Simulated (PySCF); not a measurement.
Task: Give a GFN2-xTB geometry of InChI=1S/C5H9Cl/c1-2-3-4-5-6/h3-4H,2,5H2,1H3/b4-3+.

Result: 
```xyz
15
C5H9Cl angstrom
C     -2.270    0.451   -0.282
C     -1.253   -0.678   -0.453
C      0.070   -0.299    0.125
C      1.203   -0.247   -0.559
C      2.510    0.147    0.027
Cl     3.030    1.731   -0.659
H     -3.229    0.165   -0.705
H     -1.922    1.350   -0.786
H     -2.412    0.681    0.772
H     -1.141   -0.917   -1.511
H     -1.625   -1.570    0.061
H      0.065   -0.052    1.179
H      1.217   -0.475   -1.616
H      3.301   -0.560   -0.227
H      2.452    0.281    1.106
```

Any rigid rotation of these coordinates is as good. Atoms count from 1 in this order. Of the pairs four or more bonds apart, H10···H13 is among the closest relative to their van der Waals radii: 2.40 Å, 100 % of the sum of Bondi's values. The C–C distances run from 1.324 Å (C3=C4, drawn double) to 1.529 Å (C1–C2, drawn single), a spread of 0.205 Å.

Bonds between heavy atoms (Å): C1–C2 1.529, C2–C3 1.493, C3=C4 1.324, C4–C5 1.485, C5–Cl6 1.803.

Computed geometry: GFN2-xTB, gas phase.

Point group: C1 (no symmetry element, even within 0.4 Å). Whether it is a minimum is left open (no frequencies). The numbers are those of one conformer (C1–C2–C3–C4 -121°, C3–C4–C5–Cl6 -112°).
